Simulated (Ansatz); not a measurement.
Basis-set extrapolation for C3H4ClN (`ClCC1=CN1`) (PBE0-D4/def2-TZVP geometry, frozen core, the Gaussian-basis code of Ansatz). Multiplicity 1, RHF reference.

```csv
,def2-TZVPP,def2-QZVPP
HF,-629.818228,-629.838706
MP2 correlation,-0.877208,-0.942037
CCSD(T) correlation,-0.954833,not run
```

Energies in hartree. Use E(X) = E(∞) + A·exp(−7.88·√X) for Hartree–Fock and E(X) = E(∞) + B·X^(−2.97) for correlation, with X = 3 and 4, and add CCSD(T) minus MP2 of the smaller set to the MP2 limit.

Question: What is the CCSD(T) energy at the basis-set limit?

Answer: HF limit: -629.838706 + (-0.020478) × 0.13774 = -629.84153. MP2 limit: -0.942037 + (-0.064829) × 0.74074 = -0.99006. Higher-order term: -0.954833 − (-0.877208) = -0.07763. Total: -630.90922 hartree, 85.4 kcal/mol below CCSD(T)/def2-TZVPP.
